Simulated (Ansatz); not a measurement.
Rock-salt BaTe was calculated with LC-ωPBE (Ansatz, a first-principles code, PAW).

Settings: plane-wave cutoff 520 eV, 6×6×6 k mesh, scalar-relativistic PAW data made under PBE.

Computed at the level's own relaxed cell.

Hill averages of the elastic tensor: K = 32.6 GPa, G = 19.2 GPa. Volume 43.249 Å³/atom, mean atomic mass 132.464 u.

### Question
Work out the density, the sound velocities of a polycrystal and the elastic Debye temperature at this level.

### Answer
ρ = 1.66054 × 132.464/43.249 = 5.086 g/cm³. v_l = √[(K + 4G/3)/ρ] = 3.383 km/s and v_t = √(G/ρ) = 1.943 km/s. The mean follows from 3/v_m³ = 1/v_l³ + 2/v_t³: v_m = 2.158 km/s. Θ_D = (ħ/k_B) v_m (6π²/V)^(1/3) = 76.38 K Å s/km × 2.158 × 1.1104 Å⁻¹ = 183 K, counting all atoms of the cell.
